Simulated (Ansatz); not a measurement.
Isolated molecules relaxed with PBE0-D4/def2-TZVP in Ansatz; ΔE leaves out vibrations. CCSD(T)/CBS adds triple-zeta CCSD(T) − MP2 to the extrapolated MP2 energy (def2 sets, frozen cores). This one scheme is used for every species, atoms too. No spin–orbit coupling; open shells (•) take unrestricted orbitals. Spin–orbit coupling would lower the free atoms: a little for Si.

Reaction (atomization): `[SiH2][SiH3]`• → 5 H• + 2 Si•

| species | CCSD/def2-SVP energy (Eh) |
| --- | --- |
| `[SiH2][SiH3]`• | -580.78012 |
| H• | -0.49928 |
| Si• | -288.81458 |

Task: Work out ΔE.

Result: ΔE = 5 × (-0.49928) + 2 × (-288.81458) − (-580.78012) = 0.65456 Eh = +17.81 eV. CCSD(T)/CBS gives +19.20 eV.

Task: What do rigid-rotor, harmonic-oscillator terms from PBE0-D4/def2-TZVP frequencies (298.15 K, 1 bar) make of the CCSD(T)/CBS value? (Estimate.)

Result: Ansatz gave: ΔZPE = -1.07 eV, ΔH = +18.42 eV, ΔS = 619 J/(mol·K), ΔG = +16.51 eV. Open shells count their whole term as degenerate.

Largest T1 diagnostic among the species: 0.015.

From PBE to PBE0 (25 % exact exchange), in def2-TZVPP and without D4, ΔE moves by +0.07 eV. The D4 term adds +0.20 eV with B3LYP and +0.10 eV with PBE0; it sums over pairs of atoms, weighted by their polarisabilities, and B3LYP, whose exchange is more repulsive, gets the larger term. In def2-TZVPP, CCSD(T) changes the Hartree–Fock value by +3.84 eV (the triples alone add +0.11 eV) and MP2 by +3.45 eV; breaking electron pairs costs correlation energy, which Hartree–Fock lacks.

B3LYP here is the variant with VWN-RPA as its local correlation; programs differ in this.

For atomizations the MP2-based limit and the directly extrapolated one differ by several kJ/mol either way, and by 10 to 25 for some Ge, Se and Sn compounds, so smaller differences from it don't rank the levels.
